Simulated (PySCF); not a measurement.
# Working out the ionisation energy of Mg

Mg [Ne] 3s2 (1S) → Mg+ [Ne] 3s1 (2S). Computed with PySCF 2.14 in aug-cc-pCVDZ, with no relativity, point nucleus. Frozen: nothing. Energies in hartree (1 hartree = 27.21139 eV):

```tsv
part	Mg (lower)	Mg+ (upper)
UHF	-199.608341	-199.365083
MP2 opposite-spin	-0.146184	-0.123510
MP2 same-spin	-0.048537	-0.047447
```

Q: What does Hartree-Fock give?

A: (-199.365083) − (-199.608341) = 0.243258 hartree = 6.619 eV.

Q: What do MP2 and SCS-MP2 (6/5 opposite-spin, 1/3 same-spin) give?

A: The opposite-spin parts differ by 0.617 eV and the same-spin parts by 0.030 eV. MP2: 6.619 + (0.617) + (0.030) = 7.266 eV. SCS-MP2: 6.619 + 1.2 × (0.617) + (0.030)/3 = 7.369 eV.

Measured between the centres of the two terms (NIST): 7.646 eV, so MP2 (all electrons) is off by -0.380 eV.

A double-zeta basis recovers only part of the correlation energy.

What remains against the reference includes basis incompleteness and correlation beyond second order.
